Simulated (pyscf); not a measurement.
Single points on ωB97X-D3(BJ)/def2-SVP structures (PySCF, gas phase). Correlated levels are frozen-core, on RHF or UHF. ΔMP2 is the change of the MP2 total energy from the triple- to the quadruple-zeta basis.

### Question
For the elementary gas-phase step O=B–OH + CH₄ → H₃C–O–BH–OH (singlet surface; C–H broken, B–H, C–O formed), what barrier and reaction energy does CCSD(T)/def2-TZVPP + ΔMP2(QZVPP) give, measured from the separated reactants?

### Answer
ΔE‡ = 84.8 kcal/mol, ΔE = -0.9 kcal/mol. Zero-point energy shifts the barrier by +0.8 kcal/mol. It is an addition across a multiple bond or ene-type step, with an imaginary mode of 1099i cm⁻¹. On the product side the descent ends in a point that may be a rotor saddle (no frequency run), 1.3 kcal/mol over the lowest minimum found and 87.2 kcal/mol under the saddle at ωB97X-D3(BJ)/def2-TZVP. The same reactants have a lower exit, to H₃C–B(OH)–OH (barrier +44.8 kcal/mol at ωB97M-D3(BJ)/def2-TZVP, against +85.2 kcal/mol here). One saddle was located; it need not be the lowest between these sides. The CCSD(T) − MP2 part came from Ansatz, without density fitting, on the same reference.
